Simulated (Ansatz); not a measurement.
`O[BH][AlH2]`, relaxed with RKS PBE0-D4/def2-TZVP in Ansatz 0.2.0 from a PBE-D4/def2-SVP geometry. The force threshold is 0.005 eV/Å; the program also tests the step.

Total charge 0; spin multiplicity 1.

Start:

```xyz
7

O     1.108    1.334   -0.128
B    -0.082    0.691   -0.309
Al   -0.302   -1.320    0.419
H     1.106    2.240   -0.492
H    -0.991    1.295   -0.884
H     0.040   -2.603   -0.495
H    -0.879   -1.636    1.890
```

```
        step  energy (eV)  largest force (eV/Å)  largest move (Å)
           1   -9380.2590                 0.641             0.000
           2   -9380.2741                 0.202             0.019
           3   -9380.2748                 0.067             0.009
4 (rejected)   -9380.2744                 0.210             0.013
           5   -9380.2754                 0.017             0.006
           6   -9380.2754                 0.013             0.003
           7   -9380.2754                 0.002             0.001
```

End:

```xyz
7

O     1.092    1.332   -0.130
B    -0.089    0.686   -0.310
Al   -0.304   -1.322    0.420
H     1.103    2.226   -0.486
H    -0.971    1.289   -0.882
H     0.037   -2.585   -0.494
H    -0.868   -1.625    1.881
```

Hardware: 2 threads of an AMD EPYC 9R45 on a shared host. Wall time 6 s, peak host memory 0.21 GiB.
